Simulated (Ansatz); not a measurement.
**C₆H₇N: taking an electron away**

An exercise on one series of results from a longer session: the logs are not shown, and one member is left open.

Method: unrestricted cation, the program's frozen cores in correlated methods; program: Ansatz 0.2.0, Gaussian basis.

Levels to be run: UKS PBE-D4/def2-TZVPP; UKS r2SCAN-D4/def2-TZVPP; UKS PBE0-D4/def2-TZVPP; UKS B3LYP-D4/def2-TZVPP; UKS wB97X-V/def2-TZVPP; UKS wB97M-V/def2-TZVPP; UKS B2PLYP/def2-TZVPP; UHF-CCSD(T)/def2-TZVPP; UHF-MP2/def2-QZVPP; extrapolation to the limit; then −ε(HOMO) from the neutral's earlier runs with LDA (SPW92), PBE-D4, revPBE-D4, BLYP-D4, r2SCAN-D4, B97M-V, PBE0-D4, B3LYP-D4, r2SCANh-D4, r2SCAN0-D4, HSE06-D4, BHLYP-D4, CAM-B3LYP-D4, LC-ωPBE, ωB97X-V, ωB97M-V.

## The relaxed structure

The geometry comes from an earlier relaxation with PBE0-D4 in a triple-zeta def2 set; it is a stationary point, not always the lowest conformer.

SMILES `Cc1ccccn1`, 14 atoms, charge 0, spin multiplicity 1.

Atoms are counted from 1 here; the program's logs count them from 0.

Bond lengths: C1–C2 1.495 Å, C1–H8 1.090 Å, C1–H9 1.092 Å, C1–H10 1.092 Å, C2–C3 1.392 Å, C2–N7 1.334 Å, C3–C4 1.384 Å, C3–H11 1.084 Å, C4–C5 1.384 Å, C4–H12 1.084 Å, C5–C6 1.387 Å, C5–H13 1.083 Å, C6–N7 1.326 Å, C6–H14 1.087 Å. Angles: C2–C1–H8 111.8°, C2–C1–H9 110.1°, C2–C1–H10 110.1°, H8–C1–H9 108.8°, H8–C1–H10 108.8°, H9–C1–H10 107.0°, C1–C2–C3 121.6°, C1–C2–N7 116.5°, C3–C2–N7 121.9°, C2–C3–C4 119.3°, C2–C3–H11 120.0°, C4–C3–H11 120.8°, C3–C4–C5 118.8°, C3–C4–H12 120.4°, C5–C4–H12 120.8°, C4–C5–C6 117.9°, C4–C5–H13 121.6°, C6–C5–H13 120.5° and more.

The first run:

in.yaml reads:

```yaml
crystal:
  periodic: [false, false, false]
  atoms:
    - {symbol: C, position_ang: [1.543757, 0.579866, 1.478562]}
    - {symbol: C, position_ang: [0.509394, 0.249773, 0.450199]}
    - {symbol: C, position_ang: [-0.159272, -0.971265, 0.453570]}
    - {symbol: C, position_ang: [-1.108339, -1.225746, -0.521456]}
    - {symbol: C, position_ang: [-1.363065, -0.253800, -1.473318]}
    - {symbol: C, position_ang: [-0.647722, 0.931827, -1.397148]}
    - {symbol: N, position_ang: [0.263105, 1.185879, -0.467479]}
    - {symbol: H, position_ang: [1.684587, -0.236221, 2.187924]}
    - {symbol: H, position_ang: [2.499028, 0.795608, 0.994603]}
    - {symbol: H, position_ang: [1.253973, 1.478662, 2.027705]}
    - {symbol: H, position_ang: [0.065611, -1.709503, 1.214524]}
    - {symbol: H, position_ang: [-1.640659, -2.170333, -0.536962]}
    - {symbol: H, position_ang: [-2.095638, -0.404942, -2.256585]}
    - {symbol: H, position_ang: [-0.817861, 1.720894, -2.125341]}
basis:
  gaussian: {orbitals: def2-TZVPP}
total_charge: 1
magnetization: {spin_polarized: true, initial_magnetization: 1}
hamiltonian: {xc: pbe, dispersion: d4}
```

Launch:

```sh
> ansatz run in.yaml --threads 2 --pin off --events-out ev --progress --plain --max-ram 22528MiB --backend cuda --devices 0, --max-vram 18GiB
```

Steps of the session up to this table: Cation, UKS PBE-D4/def2-TZVPP; Cation, UKS r2SCAN-D4/def2-TZVPP; Cation, UKS PBE0-D4/def2-TZVPP; Cation, UKS B3LYP-D4/def2-TZVPP; Cation, UKS wB97X-V/def2-TZVPP; Cation, UKS wB97M-V/def2-TZVPP; Cation, UKS B2PLYP (frozen core)/def2-TZVPP; Cation, UHF-CCSD(T)/def2-TZVPP; Cation, UHF-MP2/def2-QZVPP.

One table of the session follows, with a row left open; its other results are not shown here.

It belongs to the step «Ionisation energies side by side». For comparison, −ε(HOMO) of the neutral from earlier runs:

| functional | −ε(HOMO) (eV) |
| --- | --- |
| LDA (SPW92) | 5.85 |
| PBE-D4 | 5.74 |
| revPBE-D4 | 5.68 |
| BLYP-D4 | 5.64 |
| r2SCAN-D4 | 6.05 |
| B97M-V | 6.25 |
| PBE0-D4 | ? |
| B3LYP-D4 | 7.04 |
| r2SCANh-D4 | 6.63 |
| r2SCAN0-D4 | 7.43 |
| HSE06-D4 | 6.88 |
| BHLYP-D4 | 8.09 |
| CAM-B3LYP-D4 | 8.53 |
| LC-ωPBE | 9.81 |
| ωB97X-V | 9.46 |
| ωB97M-V | 9.39 |

Estimate the missing values for PBE0-D4.

The run gave: −ε(HOMO) (eV): 7.29. In the column «−ε(HOMO) (eV)» it lies between B3LYP-D4 (7.04) and r2SCAN0-D4 (7.43).
